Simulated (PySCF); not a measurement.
## How good is the calculation?

Mapped SMILES: `[CH3:1][CH2:2][CH2:3][C:4](=[O:5])[Cl:6]`; H(Xn) means a hydrogen on atom n.

Measured values that the calculation should reproduce: δ ¹³C C3 48.9; C2 18.8; C1 13.0; δ ¹H H(C3) 2.87; H(C2) 1.74; H(C1) 1.00 ppm (measured; solution, not stated per compound (mostly CDCl3 or CCl4); Pretsch, Buehlmann, Badertscher, Structure Determination of Organic Compounds, 4th ed. (2009)).

A single conformation, non-relativistic, gas phase, averaged over atoms made equivalent by symmetry, fast rotation or ring inversion. PBE0-D3(BJ)/def2-SVP structure; σ from GIAO-PBE0/pcSseg-1; PySCF 2.14.

Problem. How close does the calculation come?

Solution. 
Reference values: measured (solution, not stated per compound (mostly CDCl3 or CCl4); Pretsch, Buehlmann, Badertscher, Structure Determination of Organic Compounds, 4th ed. (2009)).
| atoms | quantity | reference | computed | computed, scaled |
| --- | --- | --- | --- | --- |
| C3 | δ ¹³C | 48.9 | 51.7 | 49.3 |
| C2 | δ ¹³C | 18.8 | 20.5 | 19.1 |
| C1 | δ ¹³C | 13.0 | 14.4 | 13.3 |
| H(C3) | δ ¹H | 2.87 | 2.57 | 2.64 |
| H(C2) | δ ¹H | 1.74 | 1.45 | 1.59 |
| H(C1) | δ ¹H | 1.00 | 0.92 | 1.08 |

Computed shifts are σ(ref) − σ with the named reference compound (TMS for H and C) calculated as an isolated molecule at the same level. The measured values may be among those fitted. Empirical linear scaling, fitted to shifts measured mostly in CDCl3 for H and C (δ vs TMS): ¹³C (scatter 1.9 ppm rms, 2.3 ppm with the 23 outliers that the fit left out, with a fitted term for attached Cl); ¹H (scatter 0.21 ppm rms, 0.22 ppm with the 3 outliers that the fit left out). Occasional misses reach two or three times the rms, and more in compound classes unlike the fitted ones.

Problem. How far are the unscaled ¹³C shifts from the references?

Solution. Mean signed difference +1.97 ppm, mean absolute 1.97 ppm over 3 comparisons; the largest is +2.8 ppm at C3 (sp3 CH2 α to a carbonyl).

Problem. How far are the unscaled ¹H shifts from the references?

Solution. Mean signed difference -0.22 ppm, mean absolute 0.22 ppm over 3 comparisons; the largest is -0.30 ppm at H(C3) (hydrogen on an sp3 CH2 α to a carbonyl).
